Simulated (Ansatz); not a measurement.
Process, species as SMILES: SC (CH3-SH) → CH4S+ (doublet, bonded as CS) + e-
B3LYP-D3(BJ)/def2-TZVP geometries, fixed; electronic energies without zero-point terms.
Largest species:
```xyz
6

C     -0.0402     1.1565     0.0077
S     -0.0524    -0.6664    -0.0048
H      1.2792    -0.8404     0.0008
H     -1.0838     1.4664     0.0045
H      0.4371     1.5427     0.9058
H      0.4463     1.5550    -0.8800
```

Effect of the final integration grid (spheres per factor e of radius in core and valence, angular degree) at PBE0/def2-TZVPP with Ansatz (an electronic-structure program), against the last row, where the adiabatic ionisation energy is 9.26 eV. Open shells are unrestricted. The default's grid is 13, 11, 36.

```
setting                     largest shift of a total energy (mEh)  shift of the adiabatic ionisation energy (eV)
--------------------------  -------------------------------------  ---------------------------------------------
accuracy: medium (default)                                  0.000                                          0.000
final_grid: 4, 3, 11                                        3.256                                         -0.006
final_grid: 6, 5, 17                                       -0.109                                         -0.001
final_grid: 8, 7, 23                                        0.001                                          0.000
final_grid: 10, 9, 29                                      -0.001                                          0.000
final_grid: 18, 15, 47                                      0.000                                          0.000
final_grid: 26, 22, 59                                      0.000                                          0.000
```

Within 0.005 eV in the adiabatic ionisation energy: accuracy: medium (default); final_grid: 6, 5, 17; final_grid: 8, 7, 23; final_grid: 10, 9, 29; final_grid: 18, 15, 47. The largest shift is 3.256 mEh in a total energy and 0.006 eV in the difference.
